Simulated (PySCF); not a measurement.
# How good is the calculation?

Molfile (atoms numbered from 1):
```
C3H7Cl
     RDKit          3D

 11 10  0  0  0  0  0  0  0  0999 V2000
   -1.1722   -0.5375    0.1315 C   0  0  0  0  0  0  0  0  0  0  0  0
   -0.1247    0.4852   -0.2522 C   0  0  0  0  0  0  0  0  0  0  0  0
    1.2959    0.0122   -0.0313 C   0  0  0  0  0  0  0  0  0  0  0  0
   -0.4003    2.0016    0.6958 Cl  0  0  0  0  0  0  0  0  0  0  0  0
   -1.0746   -0.8130    1.1925 H   0  0  0  0  0  0  0  0  0  0  0  0
   -1.0471   -1.4480   -0.4763 H   0  0  0  0  0  0  0  0  0  0  0  0
   -2.1864   -0.1473   -0.0317 H   0  0  0  0  0  0  0  0  0  0  0  0
   -0.2615    0.7892   -1.3008 H   0  0  0  0  0  0  0  0  0  0  0  0
    1.4578   -0.2485    1.0256 H   0  0  0  0  0  0  0  0  0  0  0  0
    1.4919   -0.8829   -0.6433 H   0  0  0  0  0  0  0  0  0  0  0  0
    2.0210    0.7893   -0.3100 H   0  0  0  0  0  0  0  0  0  0  0  0
  1  2  1  0
  2  3  1  0
  2  4  1  0
  1  5  1  0
  1  6  1  0
  1  7  1  0
  2  8  1  0
  3  9  1  0
  3 10  1  0
  3 11  1  0
M  END
```

All values are calculated (PySCF 2.14.0 with density-fitted response routines): GIAO PBE0/pcSseg-2 shieldings, PBE0-D3(BJ)/def2-SVP structure. Relativity neglected, no solvent, averaged over atoms made equivalent by symmetry, fast rotation or ring inversion, single conformer.

Reference values: measured (solution, not stated per compound (mostly CDCl3 or CCl4); Pretsch, Buehlmann, Badertscher, Structure Determination of Organic Compounds, 4th ed. (2009)).
| atoms | quantity | reference | computed |
| --- | --- | --- | --- |
| C2 | δ $^{13}$C | 53.7 | 60.6 |
| C1/C3 | δ $^{13}$C | 27.3 | 29.4 |
| H8 | δ $^{1}$H | 4.14 | 4.11 |
| H5/H6/H7/H9/H10/H11 | δ $^{1}$H | 1.55 | 1.39 |

Computed shifts are σ(ref) − σ with the named reference compound (TMS for H and C) calculated as an isolated molecule at the same level.

(1) How far are the unscaled $^{13}$C shifts from the references?

(2) How far are the unscaled $^{1}$H shifts from the references?

Answers

(1) Mean signed difference +4.50 ppm, mean absolute 4.50 ppm over 2 comparisons; the largest is +6.9 ppm at C2 (sp3 CH bonded to Cl).

(2) Mean signed difference -0.09 ppm, mean absolute 0.09 ppm over 2 comparisons; the largest is -0.16 ppm at H5/H6/H7/H9/H10/H11 (hydrogen on a methyl carbon).

4 of the 8 published NMR values on file for this molecule are compared.

Carbons that carry Cl, above all several Cl atoms, come out too deshielded, partly because spin–orbit coupling is missing.
